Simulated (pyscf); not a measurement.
# Addition: `[F][CH]=[CH][F]` + `[CH3]` [doublet] -> `[CH3][CH]([F])[CH][F]` [doublet]

Gas phase, doublet surface, charge 0. Bonds broken: none. Bonds formed: C2–C7. Single points on ωB97X-D3(BJ)/def2-SVP structures (PySCF, gas phase).

Transition state (Å):

```xyz
10

F     -1.1157     0.6472     1.5216
C     -1.4377    -0.0406     0.4166
C     -2.2176     0.5505    -0.5177
F     -2.6189    -0.1569    -1.5795
H     -1.3430    -1.1264     0.4997
H     -2.4668     1.6144    -0.5414
C      0.6854    -0.0268    -0.4885
H      0.5122    -0.3411    -1.5216
H      0.9026     1.0307    -0.3153
H      1.1713    -0.7449     0.1790
```

One imaginary mode, 546i cm⁻¹; descent along it reached the two sides named, in the forms told below.

| bond | change | reactant side (Å) | saddle | product side |
|---|---|---|---|---|
| C2–C7 | forms | 3.5 | 2.308 | 1.523 |

Electronic energies relative to the separated reactants (kcal/mol):

| level | barrier | reaction energy | reverse barrier |
|---|---|---|---|
| ωB97X-D3(BJ)/def2-TZVP | 5.0 | -38.8 | 43.8 |
| PBE/def2-TZVP | 2.5 | -35.5 | 38.0 |
| r²SCAN/def2-TZVP | 3.2 | -36.4 | 39.6 |
| B3LYP-D3(BJ)/def2-TZVP | 3.9 | -34.3 | 38.2 |
| PBE0-D3(BJ)/def2-TZVP | 3.6 | -39.0 | 42.5 |
| M06-2X/def2-TZVP | 5.7 | -36.6 | 42.4 |
| ωB97M-D3(BJ)/def2-TZVP | 6.0 | -35.8 | 41.8 |
| HF/def2-TZVP | 11.5 | -30.2 | 41.7 |

With ωB97M-D3(BJ)/def2-TZVP energies and thermal terms (ideal gas, 1 atm, RRHO with modes under 100 cm⁻¹ raised to 100, one conformer, R ln 2 for chiral ones without a mode under 150 cm⁻¹), in kcal/mol:

```tsv
T (K)	ΔH‡	ΔG‡	ΔH	ΔG
298	6.9	15.9	-31.7	-21.7
600	7.2	24.9	-31.9	-11.4
900	7.7	33.7	-31.3	-1.3
1200	8.3	42.2	-30.5	+8.6
```

On the product side the descent ends in a point that may be a rotor saddle (no frequency run), 2.0 kcal/mol over the lowest minimum found and 41.9 kcal/mol under the saddle at ωB97X-D3(BJ)/def2-TZVP. F–CH=CH–F lies 11.0 kcal/mol over its isomer H₂C=C(F)–F (electronic energy, ωB97M-D3(BJ)/def2-TZVP). H₃C–CH(F)–CH•–F lies 8.1 kcal/mol over its isomer •H₂C–C(CH₃)(F)–F (electronic energy, ωB97M-D3(BJ)/def2-TZVP). This is the saddle that the search found; another between the same sides may lie lower.
